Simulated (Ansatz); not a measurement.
A calculation with Ansatz (development build ahead of 0.2.0).

```yaml
crystal:
  periodic: [false, false, false]
  atoms:
    - { symbol: C, position_ang: [0.61441, 0.72067, 0.0] }
    - { symbol: C, position_ang: [-0.61441, 0.72067, 0.0] }
    - { symbol: C, position_ang: [-0.61441, -0.72067, 0.0] }
    - { symbol: C, position_ang: [0.61441, -0.72067, 0.0] }
    - { symbol: H, position_ang: [1.32556, 1.42896, 0.0] }
    - { symbol: H, position_ang: [-1.32556, 1.42896, 0.0] }
    - { symbol: H, position_ang: [-1.32556, -1.42896, 0.0] }
    - { symbol: H, position_ang: [1.32556, -1.42896, 0.0] }
basis:
  gaussian: { orbitals: cc-pVDZ }
hamiltonian:
  xc: hf
```

The input is written out in the form of the current development build from the run's settings.

Output:

* Converged: yes
* Total energy: -153.58848 hartree
* Spin squared of the determinant: 0.000

Caution: in another basis set an unrestricted determinant lies well below.
